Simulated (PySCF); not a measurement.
A geometry optimisation, step by step.

Species: N-methylpyrrolidine, C5H11N.
Bonds: C1–N2, N2–C3, C3–C4, C4–C5, C5–C6, N2–C6. Hydrogens: H7, H8, H9 on C1; H10, H11 on C3; H12, H13 on C4; H14, H15 on C5; H16, H17 on C6.

Method: PBE0-D3(BJ)/def2-SVP geometry optimisation, gas phase (PySCF 2.14.0); density fitting, grid level 2; the optimiser is geomeTRIC in internal coordinates, started from a GFN2-xTB structure. The frame can shift and turn from step to step; on so coarse a grid that alone can change the energy by a few meV, and forces under 0.02 eV/Å are noise.

Step 0: E = -6841.5190 eV, largest atomic force 0.694 eV/Å
```
atom  x, y, z in Å  |  force x, y, z in eV/Å
C1      2.077   -0.087    0.275   -0.666   0.023   0.191
N2      0.653   -0.035    0.480   -0.037   0.030  -0.354
C3     -0.069   -1.145   -0.115   -0.119   0.372   0.281
C4     -1.536   -0.702   -0.098    0.386   0.198   0.017
C5     -1.474    0.831    0.045    0.396  -0.194  -0.102
C6      0.017    1.152   -0.056   -0.213  -0.421   0.304
H7      2.355   -0.075   -0.793    0.121  -0.003  -0.318
H8      2.540    0.770    0.764    0.285   0.267   0.158
H9      2.468   -0.999    0.726    0.271  -0.297   0.139
H10     0.106   -2.053    0.465    0.077  -0.373   0.072
H11     0.263   -1.328   -1.153    0.099  -0.085  -0.269
H12    -2.047   -1.004   -1.011   -0.199  -0.156  -0.259
H13    -2.064   -1.145    0.745   -0.224  -0.171   0.243
H14    -2.051    1.344   -0.723   -0.228   0.223  -0.202
H15    -1.853    1.135    1.020   -0.155   0.139   0.296
H16     0.304    2.029    0.528    0.114   0.359   0.088
H17     0.303    1.325   -1.110    0.093   0.091  -0.287
```

Step 1: E = -6841.5532 eV, largest atomic force 0.119 eV/Å
```
atom  x, y, z in Å  |  force x, y, z in eV/Å
C1      2.182    0.037    0.291    0.098   0.000  -0.068
N2      0.757    0.092    0.427    0.031  -0.009  -0.001
C3      0.043   -1.012   -0.173    0.015  -0.085  -0.022
C4     -1.424   -0.571   -0.138   -0.086  -0.061  -0.025
C5     -1.358    0.965   -0.005   -0.084   0.061   0.010
C6      0.131    1.279   -0.107    0.032   0.098  -0.030
H7      2.516    0.046   -0.775   -0.002   0.000   0.061
H8      2.652    0.896    0.796   -0.029  -0.020  -0.004
H9      2.579   -0.881    0.755   -0.029   0.022  -0.003
H10     0.232   -1.951    0.374    0.001   0.034  -0.013
H11     0.369   -1.181   -1.229   -0.015   0.021   0.052
H12    -1.958   -0.892   -1.045    0.017   0.007   0.027
H13    -1.952   -1.016    0.719    0.025   0.015  -0.018
H14    -1.947    1.489   -0.773    0.024  -0.014   0.019
H15    -1.744    1.283    0.976    0.019  -0.011  -0.031
H16     0.431    2.177    0.459   -0.005  -0.036  -0.013
H17     0.420    1.453   -1.174   -0.013  -0.021   0.058
```

Step 2: E = -6841.5540 eV, largest atomic force 0.020 eV/Å
```
atom  x, y, z in Å  |  force x, y, z in eV/Å
C1      2.184    0.037    0.289    0.011  -0.001  -0.009
N2      0.759    0.092    0.423   -0.004  -0.001  -0.007
C3      0.042   -1.013   -0.174    0.006  -0.011  -0.009
C4     -1.426   -0.572   -0.138   -0.005  -0.005  -0.002
C5     -1.360    0.966   -0.005   -0.006   0.005   0.007
C6      0.131    1.280   -0.107    0.007   0.013  -0.014
H7      2.525    0.047   -0.773   -0.007   0.001   0.008
H8      2.650    0.895    0.798   -0.003   0.000   0.004
H9      2.577   -0.880    0.756   -0.002   0.000   0.004
H10     0.233   -1.950    0.374   -0.001   0.003   0.003
H11     0.367   -1.181   -1.229   -0.007   0.003   0.003
H12    -1.961   -0.894   -1.043    0.004   0.002   0.000
H13    -1.951   -1.016    0.720    0.006   0.005   0.005
H14    -1.948    1.490   -0.772    0.007  -0.003  -0.005
H15    -1.745    1.283    0.975    0.002  -0.003   0.000
H16     0.432    2.177    0.459   -0.002  -0.005   0.006
H17     0.419    1.454   -1.173   -0.007   0.000   0.005
```

Step 3: E = -6841.5540 eV, largest atomic force under 0.02 eV/Å
```
atom  x, y, z in Å  |  force x, y, z in eV/Å
C1      2.185    0.037    0.290   -0.002  -0.001   0.004
N2      0.759    0.092    0.422   -0.004   0.000  -0.010
C3      0.042   -1.013   -0.175    0.003   0.004   0.002
C4     -1.426   -0.572   -0.138   -0.001   0.000   0.000
C5     -1.360    0.966   -0.006   -0.001   0.000   0.004
C6      0.131    1.281   -0.108    0.003  -0.005  -0.001
H7      2.527    0.047   -0.772    0.000   0.000  -0.002
H8      2.649    0.895    0.800    0.002   0.001   0.002
H9      2.576   -0.881    0.757    0.001  -0.001   0.001
H10     0.234   -1.950    0.373    0.000  -0.001   0.001
H11     0.365   -1.182   -1.230    0.000   0.001  -0.003
H12    -1.961   -0.894   -1.042   -0.002   0.000  -0.001
H13    -1.949   -1.015    0.721    0.002   0.001   0.004
H14    -1.948    1.490   -0.773    0.001  -0.002  -0.005
H15    -1.744    1.283    0.975   -0.002   0.001   0.001
H16     0.432    2.176    0.459    0.001  -0.001   0.004
H17     0.418    1.455   -1.174   -0.001   0.002  -0.002
```

Question: Summarise the path.

Answer: The energy falls by 0.0350 eV from step 0 to step 3; nine tenths of that is first reached at step 1. It falls at every step. The largest force goes from 0.694 to under 0.02 eV/Å. Among the bonds C1–H9 changes most (a near tie, within 0.001 Å, with another), from 1.089 to 1.101 Å; the atoms move by 0.038 Å rms after alignment.

What follows is the cost of the whole optimisation. Time: 30 s; peak memory 0.70 GiB. Hardware: Arm Neoverse V1, one thread, shared host.
